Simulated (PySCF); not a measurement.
C4H4S, SMILES c1ccsc1.

Geometry: PBE0-D3(BJ)/def2-SVP.

Two levels are set side by side: TDA-PBE/def2-SVPD (PySCF) and TDA-ωB97X/def2-SVPD (PySCF). Vertical, same geometry. The lowest singlet is HOMO−1→LUMO 71 %, HOMO→LUMO+2 25 % with PBE and HOMO−1→LUMO 79 %, HOMO→LUMO+4 17 % with the other functional; states are paired by order. Differences are taken from unrounded values.

```
quantity                               TDA-ωB97X  TDA-PBE  TDA-PBE minus TDA-ωB97X
-------------------------------------  ---------  -------  -----------------------
lowest singlet excitation (eV)              6.17     5.77                    -0.39
lowest triplet excitation (TDA) (eV)        3.86     3.86                     0.00
first bright state (f over 0.05) (eV)       6.17     5.77                    -0.39
its oscillator strength                     0.11     0.06                    -0.05
```

Functionals without exact exchange tend to place singlet excitations lower, as here. Differences between two approximate levels are no errors against the true value.

Rough cost on one machine, each run with all the roots and properties that it gave: TDA-ωB97X against TDA-PBE about 5 times.
